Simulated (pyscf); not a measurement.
# Four-centre exchange: `[CH3][S][CH3]` + `[H][H]` → `[CH4]` + `[CH3][SH]`

Gas phase, singlet surface, charge 0. Bonds broken: C1–S2, H10–H11. Bonds formed: C1–H10, S2–H11. Single points on ωB97X-D3(BJ)/def2-SVP structures (PySCF, gas phase).

Transition state (Å):

```xyz
11

C     -2.7240     0.9780     0.0736
S     -0.3973     0.1060     0.3356
C      1.0887    -0.4898    -0.5302
H     -3.6092     0.5447     0.5550
H     -2.5938     0.5976    -0.9399
H     -2.6788     2.0707     0.1259
H      1.8374    -0.7044     0.2520
H      0.9011    -1.4252    -1.0801
H      1.5129     0.2707    -1.2040
H     -2.0590     0.8051     1.4688
H     -1.2873     0.5828     1.8834
```

One imaginary mode, 1383i cm⁻¹; descent along it reached the two sides named.

| bond | change | reactant side (Å) | saddle | product side |
|---|---|---|---|---|
| C1–S2 | breaks | 1.804 | 2.498 | 3.6 |
| H10–H11 | breaks | 0.763 | 0.904 | 2.9 |
| C1–H10 | forms | 3.6 | 1.555 | 1.098 |
| S2–H11 | forms | 2.9 | 1.848 | 1.348 |

Electronic energies relative to the separated reactants (kcal/mol):

```
level                   barrier  reaction energy  reverse barrier
----------------------  -------  ---------------  ---------------
ωB97X-D3(BJ)/def2-TZVP     98.0            -16.0            114.0
PBE/def2-TZVP              78.4            -16.6             94.9
r²SCAN/def2-TZVP           85.1            -16.6            101.7
B3LYP-D3(BJ)/def2-TZVP     86.5            -16.9            103.4
PBE0-D3(BJ)/def2-TZVP      88.4            -16.6            105.0
M06-2X/def2-TZVP           95.6            -15.6            111.2
ωB97M-D3(BJ)/def2-TZVP     93.9            -17.3            111.1
HF/def2-TZVP              118.6            -21.6            140.3
```

With ωB97M-D3(BJ)/def2-TZVP energies and thermal terms (ideal gas, 1 atm, RRHO with modes under 100 cm⁻¹ raised to 100, one conformer, R ln 2 for chiral ones without a mode under 150 cm⁻¹), in kcal/mol:

```csv
T (K),ΔH‡,ΔG‡,ΔH,ΔG
298,92.4,99.3,-14.5,-16.4
600,92.2,106.4,-15.7,-17.8
900,92.5,113.5,-16.7,-18.6
1200,92.9,120.4,-17.5,-19.1
```

From the product side, CH₃• + SH• + CH₄ lies, by one bond made or cut, 31.2 kcal/mol under this saddle at ωB97M-D3(BJ)/def2-TZVP. The same reactants have a lower exit, to CH₃• + H₃C–S• + H₂ (no saddle counted: cutting one bond costs +78.6 kcal/mol at ωB97M-D3(BJ)/def2-TZVP, against +93.9 kcal/mol here). One saddle was located; it need not be the lowest between these sides.
